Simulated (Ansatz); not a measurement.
## SiH$_{2}$, triplet: stretch scan

Starting geometry (PBE0/def2-TZVP stationary point for this spin, not checked as a minimum):

```xyz
3

Si    0.0000   -0.0507    0.0000
H     0.0000    0.7069   -1.2784
H     0.0000    0.7069    1.2784
```

From there H2 moves along the line of the two atoms named below, all else staying in place; atoms are numbered as listed. Energies are in kJ/mol, counted from the starting geometry at the same level. Kohn–Sham curves are unrestricted where that lies lower.

Basis cc-pVDZ; Ansatz 0.2.0. Correlated methods freeze the noble-gas cores.

Unrestricted Kohn–Sham rows aren't spin-pure: their determinants' ⟨S²⟩ exceeds S(S+1) by up to 0.10, so they mix in states of higher spin. A value is left out where its run failed or describes another state than the reference as far as symmetry and spin tell, or, spin-broken singlets apart, can't be checked.

In so small a basis the reference is far from its limit while semilocal and hybrid functionals are nearer theirs (RPA and double hybrids share much of the reference's basis error), so the functionals' errors here hold much of the reference's basis and frozen-core error, which can add to them or hide them.

Full CI is exact within this basis and frozen core; it isn't the basis-set limit.

```tsv
distance Si1-H2 (Å)	full CI	PBE	r2SCAN	PBE0	B3LYP	r2SCANh	wB97M-V	B2PLYP	RPA-PBE
1.188	127.3	133.4	127.8	129.4	126.8	126.9	124.4	125.2	128.9
1.365	17.0	20.0	17.4	17.9	17.6	17.0	16.5	16.5	17.9
1.486	0.0	0.0	0.0	0.0	0.0	0.0	0.0	0.0	0.0
1.605	8.8	5.6	8.3	8.0	7.6	8.9	8.9	9.1	7.7
1.817	55.3	47.0	54.6	54.5	51.8	56.3	55.8	56.6	52.5
2.069	124.1	112.7	125.7	126.1	118.5	128.6	127.2	128.2	120.3
2.436	200.3	193.8	206.3	207.5	192.8	208.0	204.3	203.5	199.0
2.798	228.4	232.5	245.1	239.6	225.0	245.6	228.7	229.0	225.0
3.321	233.9	245.9	265.9	249.9	237.2	265.2	234.9	236.5	221.5
3.933	234.1	248.6	271.3	251.9	239.9	270.3	235.3	237.9	218.5
5.068	234.3	249.6	–	252.5	240.5	–	–	238.2	217.4
```

PBE at 5.068 Å lies 15.4 kJ/mol (7 %) above the reference in this basis. PBE0 at 5.068 Å lies 18.3 kJ/mol (8 %) above the reference in this basis.
